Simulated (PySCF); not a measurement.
Theory: delta-SCF UKS SCAN, pcX-2 on the ionised atom, pcseg-1 elsewhere, spin-free X2C (PySCF). Geometries: GFN2-xTB; isolated species, one conformer each. Values against the vacuum level. The 2p values aren't plain energy differences: one relaxed spin-free 2p hole is combined with a matrix within the shell (ground-state 2p orbital-energy differences and spin–orbit coupling). 2p3/2, the mean of its two sublevels, lies a third of the splitting below the shell's mean and 2p1/2 two thirds above it; the statistical areas are 2:1.

(1) Order these sites by rising C 1s binding energy.
A. C5 in `[CH3:1][c:2]1[cH:3][cH:4][cH:5][pH:6]1`
B. C2 in `[CH3:1][c:2]1[cH:3][cH:4][cH:5][s:6]1`
C. C2 in `[CH:1]1=[CH:2][PH:3][CH:4]=[CH:5][CH2:6]1`
D. C2 in `[CH:1]#[C:2][P:3]([CH3:4])[CH:5]=[CH2:6]`

(2) Order these sites by rising P 1s binding energy.
A. Phosphorus in `C=C=PC1CC1`
B. Phosphorus in `CC1=CC=CP1`
C. Phosphorus in `C#CP1CCC1`
D. Phosphorus in `P#CC1CCC1`

(3) Order these sites by rising P 2p3/2 binding energy.
A. Phosphorus in `C#CP(C)C=C`
B. Phosphorus in `Cc1ccc[pH]1`
C. Phosphorus in `C=C=PC1CC1`

## Answers

(1) A (289.65 eV), C (290.02 eV), D (290.29 eV), B (290.63 eV).

The highest is bonded to S (aromatic in the SMILES), C (aromatic in the SMILES) and C, the lowest to C (aromatic in the SMILES), H and P (aromatic in the SMILES); the range is 0.98 eV.

(2) D (2149.35 eV), A (2149.61 eV), B (2149.88 eV), C (2150.20 eV).

From the lowest up, the atoms are bonded to: C (triple bond) (2149.35); C (double bond) and C (2149.61); 2 C (aromatic in the SMILES) and H (2149.88); 3 C (2150.20).

(3) C (136.03 eV), B (136.29 eV), A (136.69 eV).

From the lowest up, the atoms are bonded to: C (double bond) and C (136.03); 2 C (aromatic in the SMILES) and H (136.29); 3 C (136.69).

1 of these hole states is spin-contaminated (⟨S²⟩ 0.86, against 0.75; counted from 0.85) and less certain.
